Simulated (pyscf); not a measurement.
This saddle point was located with ωB97X-D3(BJ)/def2-SVP in PySCF.

```xyz
9

C      0.3848    -0.9035     0.3763
Ge    -0.6437     0.1263     1.6622
H      1.6921    -0.4338     0.4817
H      0.5116    -1.9726     0.5951
H      0.1649    -0.7214    -0.6845
H     -0.0718    -0.0918     3.0719
H     -0.5672     1.6192     1.3055
H     -2.1192    -0.3141     1.6498
H      2.5693    -0.1495     0.5230
```
Charge 0, spin multiplicity 2.

Surface: doublet, charge 0. Lowest wavenumbers (cm⁻¹): 1360i, 103, 252, 466, 560.

Task: Name the species on either side of this saddle.

Result: H₃C–GeH₃ (SMILES [CH3][GeH3]) + H• (SMILES [H]) ⇌ •H₂C–GeH₃ (SMILES [CH2][GeH3]) + H₂ (SMILES [H][H]), a hydrogen abstraction read from left to right: C–H broken and H–H formed. At ωB97M-D3(BJ)/def2-TZVP it lies +12.4 kcal/mol from the left side and +10.8 kcal/mol from the right (each side as separated species at their lowest minima found). The same reactants have a lower exit, to H₃C–GeH₂• + H₂ (barrier +2.9 kcal/mol at ωB97M-D3(BJ)/def2-TZVP, against +12.4 kcal/mol here). •H₂C–GeH₃ lies 20.6 kcal/mol over its isomer H₃C–GeH₂• (electronic energy, ωB97M-D3(BJ)/def2-TZVP). One saddle was located; it need not be the lowest between these sides. The angle at the transferred H is 177°. Elements up to Kr have no core potential and no relativistic terms here.
